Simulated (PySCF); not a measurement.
## Where the electron goes

C6H6.
Structure used (PBE0-D3(BJ)/def2-TZVP), in Å, numbered top down from 1:
```xyz
12
C6H6 angstrom
C      0.3433    0.6625   -1.1703
C      0.8496   -0.6049   -0.9201
C      0.5094   -1.2712    0.2487
C     -0.3381   -0.6693    1.1677
C     -0.8438    0.5986    0.9185
C     -0.5033    1.2643   -0.2503
H      0.6096    1.1824   -2.0836
H      1.5119   -1.0750   -1.6380
H      0.9062   -2.2610    0.4438
H     -0.6024   -1.1881    2.0822
H     -1.5044    1.0693    1.6377
H     -0.8991    2.2546   -0.4449
```

The calculation used PySCF, TDDFT CAM-B3LYP/aug-cc-pVTZ, vertical, gas phase, core orbitals frozen in the response. Isolated species at its PBE0-D3(BJ)/def2-TZVP geometry, gas phase.

Frontier orbitals with the atoms that hold most of them (Löwdin shares over 4%, at most four atoms; ? is withheld):

```csv
orbital,ε (eV),atoms
HOMO-3,-11.15,"C4 14%, C1 14%, C6 14%, C3 13%"
HOMO-2,-11.15,"C2 14%, C5 14%, C3 12%, C6 12%"
HOMO-1,-8.53,"C1 21%, C4 21%, C3 16%, C6 16%"
HOMO,-8.53,"C5 22%, C2 22%, C6 13%, C3 13%"
LUMO,0.27,?
LUMO+1,0.57,"H7 20%, H10 20%, H9 19%, H12 19%"
LUMO+2,0.57,"H11 26%, H8 26%, H9 7%, H12 7%"
```

Problem. Which atoms hold the LUMO, and with what shares?

Solution. H9 (bonded to C) 15%; H7 (bonded to C) 15%; H10 (bonded to C) 15%; H11 (bonded to C) 15%.

Within 0.005 eV of a neighbour in this list lie HOMO-3/HOMO-2, HOMO-1/HOMO and LUMO+1/LUMO+2 (point group found: D6h); within a degenerate set the shares of single atoms can hang on how the components are chosen.

Problem. How does S1 compare with the orbital gap of 8.80 eV?

Solution. S1 is at 5.52 eV (f = 0.0000), 3.28 eV below the gap, made of HOMO-1/HOMO→LUMO+3 (≥47%), HOMO-1/HOMO→LUMO+4 (≥47%). 

Next come S2 at 6.19 eV (f 0.0000), HOMO-1/HOMO→LUMO+4 (≥47%), HOMO-1/HOMO→LUMO+3 (≥47%); S3 at 6.46 eV (f 0.0000), HOMO-1/HOMO→LUMO (≥92%); S4 at 6.46 eV (f 0.0000), HOMO-1/HOMO→LUMO (≥92%); S5 at 6.96 eV (f 0.062), HOMO-1/HOMO→LUMO+1/LUMO+2 (≥88%).

Orbitals of the list HOMO-3 to LUMO+2 that lie within 0.01 eV of each other are written together with a slash and their weights summed (≥ marks a lower bound); for degenerate orbitals outside that list single weights are arbitrary.

Löwdin shares depend on the basis, the more so with diffuse functions.

Hardware: 2 threads of an AMD EPYC, shared host. Cost: 1.8 min wall, 3.7 min CPU, 2.1 GiB resident at most.
